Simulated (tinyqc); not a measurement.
Inside a calculation. Method: CIS and TDHF on RHF in the sto-6g basis, for H2O, spin multiplicity 1. One step of it, computed by the program tinyqc.

Task: TDHF (RPA) singlet states. B(ia,jb) = 2 (ia|jb) - (ib|ja); the squared energies are the eigenvalues of (A - B)(A + B); 1 hartree = 27.211386 eV.

CIS matrix A, singlet (hartree):
```
,1>6,1>7,2>6,2>7,3>6,3>7,4>6,4>7,5>6,5>7
1>6,20.250932,0.000000,0.032333,0.000000,0.000000,-0.018520,-0.023848,0.000000,0.000000,0.000000
1>7,0.000000,20.296195,0.000000,0.043361,0.000055,0.000000,0.000000,-0.025030,0.000000,0.000000
2>6,0.032333,0.000000,1.275696,0.000000,0.000000,0.050765,0.067961,0.000000,0.000000,0.000000
2>7,0.000000,0.043361,0.000000,1.279345,-0.018367,0.000000,0.000000,-0.016985,0.000000,0.000000
3>6,0.000000,0.000055,0.000000,-0.018367,0.563348,0.000000,0.000000,0.043565,0.000000,0.000000
3>7,-0.018520,0.000000,0.050765,0.000000,0.000000,0.796381,0.158496,0.000000,0.000000,0.000000
4>6,-0.023848,0.000000,0.067961,0.000000,0.000000,0.158496,0.600369,0.000000,0.000000,0.000000
4>7,0.000000,-0.025030,0.000000,-0.016985,0.043565,0.000000,0.000000,0.578831,0.000000,0.000000
5>6,0.000000,0.000000,0.000000,0.000000,0.000000,0.000000,0.000000,0.000000,0.346775,0.000000
5>7,0.000000,0.000000,0.000000,0.000000,0.000000,0.000000,0.000000,0.000000,0.000000,0.380021
```

Two-electron integrals over orbitals (pq|rs), unique and non-zero (hartree):
```
p,q,r,s,(pq|rs)
1,1,1,1,4.763753
2,1,1,1,-0.440261
2,1,2,1,0.065647
2,2,1,1,1.037139
2,2,2,1,-0.016409
2,2,2,2,0.729093
3,1,3,1,0.011789
3,2,3,1,0.017595
3,2,3,2,0.128754
3,3,1,1,0.780249
3,3,2,1,-0.004757
3,3,2,2,0.623511
3,3,3,3,0.600207
4,1,1,1,0.177335
4,1,2,1,-0.024710
4,1,2,2,0.012913
4,1,3,3,0.005422
4,1,4,1,0.024698
4,2,1,1,-0.163145
4,2,2,1,0.008896
4,2,2,2,-0.028080
4,2,3,3,0.000243
4,2,4,1,0.016288
4,2,4,2,0.129298
4,3,3,1,-0.003257
4,3,3,2,0.023698
4,3,4,3,0.058211
4,4,1,1,0.907660
4,4,2,1,-0.010637
4,4,2,2,0.650424
4,4,3,3,0.567245
4,4,4,1,-0.007743
4,4,4,2,-0.085931
4,4,4,4,0.675633
5,1,5,1,0.026645
5,2,5,1,0.033175
5,2,5,2,0.151255
5,3,5,3,0.027401
5,4,5,1,-0.012334
5,4,5,2,-0.045903
5,4,5,4,0.047396
5,5,1,1,1.117102
5,5,2,1,-0.011595
5,5,2,2,0.757569
5,5,3,3,0.610193
5,5,4,1,0.004427
5,5,4,2,-0.085732
5,5,4,4,0.674900
5,5,5,5,0.880663
6,1,1,1,-0.192251
6,1,2,1,0.030789
6,1,2,2,-0.001480
6,1,3,3,0.001084
6,1,4,1,0.002797
6,1,4,2,0.021661
6,1,4,4,-0.015410
6,1,5,5,-0.004706
6,1,6,1,0.027912
6,2,1,1,0.265172
6,2,2,1,-0.006184
6,2,2,2,0.132285
6,2,3,3,0.072383
6,2,4,1,0.018843
6,2,4,2,0.033209
6,2,4,4,0.053662
6,2,5,5,0.137612
6,2,6,1,0.012181
6,2,6,2,0.097329
6,3,3,1,0.003210
6,3,3,2,-0.026474
6,3,4,3,-0.034322
6,3,6,3,0.065476
6,4,1,1,0.281423
6,4,2,1,-0.003437
6,4,2,2,0.132245
6,4,3,3,0.054797
6,4,4,1,-0.000776
6,4,4,2,-0.063343
6,4,4,4,0.130433
6,4,5,5,0.158126
6,4,6,1,-0.003348
6,4,6,2,0.054343
6,4,6,4,0.109789
6,5,5,1,0.012151
6,5,5,2,0.047988
6,5,5,4,0.007008
6,5,6,5,0.034274
6,6,1,1,0.814490
6,6,2,1,-0.007972
6,6,2,2,0.607947
6,6,3,3,0.556925
6,6,4,1,0.017151
6,6,4,2,0.040724
6,6,4,4,0.554962
6,6,5,5,0.591737
6,6,6,1,0.009467
6,6,6,2,0.098752
6,6,6,4,0.058765
6,6,6,6,0.595602
7,1,3,1,0.014655
7,1,3,2,0.020931
7,1,4,3,-0.004135
7,1,6,3,0.003592
7,1,7,1,0.018239
7,2,3,1,0.014889
7,2,3,2,0.053997
7,2,4,3,-0.033694
7,2,6,3,0.030361
7,2,7,1,0.017824
7,2,7,2,0.066173
7,3,1,1,0.369769
7,3,2,1,-0.006749
7,3,2,2,0.162857
7,3,3,3,0.092069
7,3,4,1,-0.000496
7,3,4,2,-0.085362
7,3,4,4,0.128157
7,3,5,5,0.202073
7,3,6,1,-0.005696
7,3,6,2,0.064927
7,3,6,4,0.110583
7,3,6,6,0.048452
7,3,7,3,0.165624
7,4,3,1,-0.008601
7,4,3,2,-0.074612
7,4,4,3,-0.017847
7,4,6,3,0.053117
7,4,7,1,-0.010610
7,4,7,2,-0.014224
7,4,7,4,0.075602
7,5,5,3,0.023703
7,5,7,5,0.023466
7,6,3,1,0.007129
7,6,3,2,0.079089
7,6,4,3,0.062670
7,6,6,3,-0.056593
7,6,7,1,0.008535
7,6,7,2,-0.007950
7,6,7,4,-0.063535
7,6,7,6,0.107882
7,7,1,1,0.806195
7,7,2,1,-0.007714
7,7,2,2,0.598301
7,7,3,3,0.580504
7,7,4,1,0.003810
7,7,4,2,-0.011463
7,7,4,4,0.564439
7,7,5,5,0.593190
7,7,6,1,-0.002409
7,7,6,2,0.057285
7,7,6,4,0.044088
7,7,6,6,0.553954
7,7,7,3,0.078817
7,7,7,7,0.584729
```

Give: TDHF matrix B, singlet; squared energies w^2; TDHF energies from the positive w^2.

Result:

TDHF matrix B, singlet (hartree):
```
,1>6,1>7,2>6,2>7,3>6,3>7,4>6,4>7,5>6,5>7
1>6,0.0279,0.0000,0.0122,0.0000,0.0000,-0.0150,-0.0033,0.0000,0.0000,0.0000
1>7,0.0000,0.0182,0.0000,0.0178,0.0129,0.0000,0.0000,-0.0106,0.0000,0.0000
2>6,0.0122,0.0000,0.0973,0.0000,0.0000,0.0995,0.0543,0.0000,0.0000,0.0000
2>7,0.0000,0.0178,0.0000,0.0662,-0.0042,0.0000,0.0000,-0.0142,0.0000,0.0000
3>6,0.0000,0.0129,0.0000,-0.0042,0.0655,0.0000,0.0000,-0.0043,0.0000,0.0000
3>7,-0.0150,0.0000,0.0995,0.0000,0.0000,0.1656,0.1680,0.0000,0.0000,0.0000
4>6,-0.0033,0.0000,0.0543,0.0000,0.0000,0.1680,0.1098,0.0000,0.0000,0.0000
4>7,0.0000,-0.0106,0.0000,-0.0142,-0.0043,0.0000,0.0000,0.0756,0.0000,0.0000
5>6,0.0000,0.0000,0.0000,0.0000,0.0000,0.0000,0.0000,0.0000,0.0343,0.0000
5>7,0.0000,0.0000,0.0000,0.0000,0.0000,0.0000,0.0000,0.0000,0.0000,0.0235
```

squared energies w^2 (hartree^2): 0.1191  0.1439  0.2568  0.2720  0.3730  0.6723  1.6262  1.6340  410.1028  411.9394

TDHF energies from the positive w^2 (eV): 9.3900  10.3212  13.7906  14.1916  16.6181  22.3110  34.7010  34.7842  551.0577  552.2902
